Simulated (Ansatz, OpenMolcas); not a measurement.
**The same job for Ansatz**

OpenMolcas 26.06 runs this on BH2Cl (SMILES BCl):

geom.xyz:
```
4

B     -2.339231     0.647195    -1.270040
Cl     1.365000    -0.395300     0.721200
H     -3.328731     0.065995    -0.954340
H     -2.309131     1.498295    -2.101340
```

calc.inp:
```
* BClH2 Hartree-Fock

&GATEWAY
  BASLIB = $CurrDir
  COORD = geom.xyz
  BASIS = STO-3G
  GROUP = NoSym

&SEWARD

&SCF
  UHF
  THRESHOLDS = 1e-10 1e-07 1e-07 1e-05
  SCRAMBLE = 0.25
  PRORBITALS = 1 1
```

```bash
$ export MOLCAS_MEM=1860
$ pymolcas calc.inp > calc.log
```

(Basis files named in the input come from the Basis Set Exchange and aren't shown.)

The B1–Cl2 distance was set to 4.333 Å, away from the relaxed value.

The reference is spin-contaminated (⟨S²⟩ = 1.00).

It gives a total energy of -479.951519 Eh.

**Question.** Write the same calculation for Ansatz 0.2.0 as an input file of the program's own.

**Answer.** This input was run:

in.yaml:
```yaml
crystal:
  periodic: [false, false, false]
  atoms:
    - {symbol: B, position_ang: [-2.339231, 0.647195, -1.270040]}
    - {symbol: Cl, position_ang: [1.365000, -0.395300, 0.721200]}
    - {symbol: H, position_ang: [-3.328731, 0.065995, -0.954340]}
    - {symbol: H, position_ang: [-2.309131, 1.498295, -2.101340]}
basis:
  gaussian: {orbitals: STO-3G}
hamiltonian: {xc: hf}
accuracy: high
magnetization: {spin_polarized: true}
```

```bash
$ ansatz run in.yaml --threads 1 --pin off --max-ram 2610MiB --events-out events.jsonl --progress --plain --runs-dir runs
```

Its energy is -479.951593 Eh, 0.074 mEh from the first.
